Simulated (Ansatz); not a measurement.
1T (CdI2-type) VSe2 (undistorted form, which takes a superstructure on cooling) was calculated with r²SCAN+rVV10 in Ansatz (plane waves, PAW).

Numerical settings: plane-wave cutoff 560 eV, 18×18×10 k mesh (along the axes of the cell as run), Fermi–Dirac smearing 0.05 eV, spin-polarised with parallel moments, scalar-relativistic PAW data made under PBE.

The cell is scaled about its equilibrium volume:

Shape and atoms are relaxed at each volume.

```json
[
 {"V (Å³/atom)": "19.703", "P (GPa)": "1.61", "c (Å)": "5.940", "a (Å)": "3.390"},
 {"V (Å³/atom)": "20.114", "P (GPa)": "0.73", "c (Å)": "6.032", "a (Å)": "3.399"},
 {"V (Å³/atom)": "20.524", "P (GPa)": "0.00", "c (Å)": "6.123", "a (Å)": "3.408"},
 {"V (Å³/atom)": "20.935", "P (GPa)": "-0.59", "c (Å)": "6.216", "a (Å)": "3.416"},
 {"V (Å³/atom)": "21.345", "P (GPa)": "-1.05", "c (Å)": "6.313", "a (Å)": "3.422"}
]
```

Note: the magnetic order was assumed, not searched for or taken from measurement; the bulk modulus comes from volumes at which shape and atoms were relaxed.

Ansatz is a program for electronic structure.
